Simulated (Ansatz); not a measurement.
Ansatz (an electronic-structure program) input (PBE0/def2-TZVPP): A basis named .json is the Basis Set Exchange file of that set (core-valence sets with the plain set on hydrogen).

Ansatz 0.2 input:
```yaml
crystal:
  periodic: [false, false, false]
  atoms:
    - {symbol: N, position_ang: [-0.00000000, -0.00000000, -0.54544247]}
    - {symbol: N, position_ang: [0.00000000, 0.00000000, 0.54544247]}
basis:
  gaussian:
    orbitals: def2-TZVPP
    fitting: {mean_field: cc-pV5Z-JKFIT.json}
hamiltonian:
  xc: {name: PBE0}
magnetization: {spin_polarized: false}
```

Output:

```
Functional definition: PBE0
integrals: 0.01 GiB planned
292 factors; integrals over basis functions are off by at most 2.7e-2 eV
mean field: 0.10 GiB planned
mean field evaluation 1: about -2977.2319 eV, gradient 2.3e1 eV
mean field evaluation 2: about -2977.7627 eV, gradient 1.5e1 eV
mean field evaluation 4: about -2978.1845 eV, gradient 6.8e-2 eV
mean field evaluation 8: about -2978.1854 eV, gradient 3.2e-4 eV
mean field -2978.18538405 eV, -109.4462941774 hartree, gradient 9.9e-6 eV, S^2 0.000000; 0 other end points of the search recorded, 0 dependent functions left out
reference -2978.18539978 eV, -109.4462947554 hartree; 7, 7 occupied and 55, 55 virtual orbitals, 292 factors
Total energy: -2978.18539978 eV, -109.4462947554 hartree
```
